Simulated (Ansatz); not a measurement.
Total energies of Mg₃H₄ (the lowest singlet isomer of a short search) from Ansatz at PBE-D4/def2-TZVP, gas phase (1 Eh = 27.2114 eV = 2625.5 kJ/mol). The reference geometry is relaxed at r2SCAN-D4/def2-TZVP.

```xyz
7

Mg   -0.715    0.764   -0.996
Mg    1.198   -2.041   -1.228
Mg    0.314   -0.075    1.408
H    -1.276    1.147   -2.563
H     0.756    1.182    0.089
H     1.023   -0.725    2.820
H    -1.301   -0.252    0.470
```

```
                 state                        geometry  energy (Eh)
      charge 0 singlet                       reference   -602.21325
      charge 1 doublet                       reference   -601.92058
      charge 0 triplet  relaxed at r2SCAN-D4/def2-TZVP   -602.19045
      charge 0 quintet  relaxed at r2SCAN-D4/def2-TZVP   -602.09436
free Mg atom (singlet)                               –   -199.94297
 free H atom (doublet)                               –     -0.49962
```

(1) Work out the vertical ionisation energy to the doublet.

(2) Which of the charge 0 states is lowest, and how far above it are the others?

(3) What is the binding energy per atom against free atoms?

(1) E(charge 1 doublet) − E(charge 0 singlet) = -601.92058 − (-602.21325) = 0.29267 Eh = 7.96 eV. For comparison, −ε of the highest occupied level is 5.57 eV at this level, 2.39 eV less.

(2) The singlet. triplet: -602.19045 − (-602.21325) = 0.02280 Eh = 59.9 kJ/mol; quintet: -602.09436 − (-602.21325) = 0.11889 Eh = 312.1 kJ/mol. The triplet differs in its bonds from the reference. The quintet differs in its bonds from the reference.

(3) Atoms: 3 × (-199.94297) + 4 × (-0.49962) = -601.82739 Eh. Binding: -601.82739 − (-602.21325) = 0.38586 Eh = 10.50 eV, or 1.50 eV for each of 7 atoms (no zero-point energy, no counterpoise term).

The structure comes from a short search, and lower isomers may exist.
